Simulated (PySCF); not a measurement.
Atoms are numbered as in `[CH:1]1=[CH:2][CH2:3][CH2:4][CH2:5]1`. Each H is labelled by its parent atom.

GIAO shifts from PySCF 2.14.0 with density-fitted response routines on PBE0-D3(BJ)/def2-SVP geometries (one conformer, non-relativistic, equivalent nuclei averaged), against TMS at the same level and in the same medium; PCM means IEF-PCM chloroform.

Measured (solution, not stated in the table (CDCl3 in this author's series); The use of chemical shift calculations in the conformational analysis of substituted benzenes, New J. Chem. 2019 (ESI)): H(C1)/H(C2) 5.74, H(C3)/H(C5) 2.31, H(C4) 1.82 ppm.

Problem. Which unscaled values do B97-2/pcSseg-2, gas; PBE0/pcSseg-1, PCM; WP04/pcSseg-1, PCM; wB97X-D/pcSseg-1, PCM give, and how close are they?

Solution. 
| atoms | measured | B97-2/pcSseg-2, gas | PBE0/pcSseg-1, PCM | WP04/pcSseg-1, PCM | wB97X-D/pcSseg-1, PCM |
| --- | --- | --- | --- | --- | --- |
| H(C1)/H(C2) | 5.74 | 6.02 | 6.05 | 5.73 | 6.04 |
| H(C3)/H(C5) | 2.31 | 2.43 | 2.33 | 2.23 | 2.26 |
| H(C4) | 1.82 | 1.86 | 1.74 | 1.67 | 1.72 |

Mean absolute error for 1H: B97-2/pcSseg-2, gas 0.15, PBE0/pcSseg-1, PCM 0.14, WP04/pcSseg-1, PCM 0.08, wB97X-D/pcSseg-1, PCM 0.15 ppm.
